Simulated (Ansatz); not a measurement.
# Scan of [H···H···CH2], triplet

All five atoms lie in one plane.

Starting geometry:

```tsv
atom	x (Å)	y (Å)	z (Å)
H	-1.9595	0.0000	0.0000
H	-1.2145	0.0000	0.0000
C	0.1685	0.0000	0.0000
H	0.5830	0.0000	0.9962
H	0.5830	0.0000	-0.9962
```

From there H2 is moved from one fragment to the other while all else, the fragments' distance too, stays fixed; atoms are numbered as listed. Energies are in kcal/mol, counted from the starting geometry at the same level.

Basis cc-pVTZ; Ansatz 0.2.0. Only valence electrons are correlated (noble-gas cores frozen). Prefix R: restricted or restricted open-shell reference; prefix U: unrestricted. Active spaces: valence = (8e, 8o) chosen from the atoms' valence shells.

Runs in a small pair space aren't shown, since their orbitals change along the scan.

Full CI isn't at hand for all of this; UCCSDT(Q) serves as the reference, and is uncertain by about the last step of the cluster series. The frozen core follows each run's orbitals, which can shift R against U totals by a few meV.

| distance H1-H2 (Å) | UCCSDT(Q) | error RHF | error RMP2 | error RCCSDT(Q) | error CASSCF (valence space) | error NEVPT2 (valence space) | error MRCISD+Q (valence space) |
| --- | --- | --- | --- | --- | --- | --- | --- |
| 0.745 | 0.0 | 0.0 | 0.0 | 0.0 | 0.0 | 0.0 | 0.0 |
| 0.787 | -1.4 | 1.7 | -0.3 | 0.0 | 0.1 | -0.1 | 0.0 |
| 0.871 | -3.4 | 3.5 | -1.4 | 0.0 | 0.2 | -0.2 | -0.1 |
| 0.954 | -5.0 | 2.1 | -1.7 | 0.0 | 0.0 | -0.2 | -0.1 |
| 1.038 | -5.3 | -0.8 | -1.9 | 0.0 | -0.4 | -0.3 | -0.2 |

Errors are those of relative energies. In total energy the starting point itself misses UCCSDT(Q) by: RHF 129.3, RMP2 19.7, RCCSDT(Q) 0.0, CASSCF (valence space) 88.8, NEVPT2 (valence space) 19.2, MRCISD+Q (valence space) 1.0 kcal/mol.

Spread of the error over the points with a reference, to 1.038 Å (largest less smallest): RCCSDT(Q) 0.0, MRCISD+Q (valence space) 0.2, NEVPT2 (valence space) 0.3, CASSCF (valence space) 0.6, RMP2 1.9, RHF 4.3 kcal/mol.
